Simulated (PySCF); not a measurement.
System: C2H7S, charge 1, multiplicity 1. It need not be the lowest isomer of its formula. SMILES: C[SH+]C
Geometry: optimised at B3LYP-D3(BJ)/def2-TZVP (Ansatz).

Dispersion corrections to the total energy (kcal/mol) from the dftd3 and dftd4 libraries through PySCF: D3(BJ) without and D4 with the three-body term, each with the damping fitted for the functional named.

```csv
functional,D3(BJ),D4
TPSSh,-4.74,-3.70
PBE,-4.20,___
BHLYP,-5.58,-3.46
revPBE,-10.99,-10.44
r2SCAN,___,-0.72
LC-wPBE,-3.79,-3.35
B2PLYP,___,-2.09
```

**Question.** Some entries are withheld; supply them.

**Answer.** 
- PBE, D4: -3.02
- r2SCAN, D3(BJ): -1.12
- B2PLYP, D3(BJ): -3.28
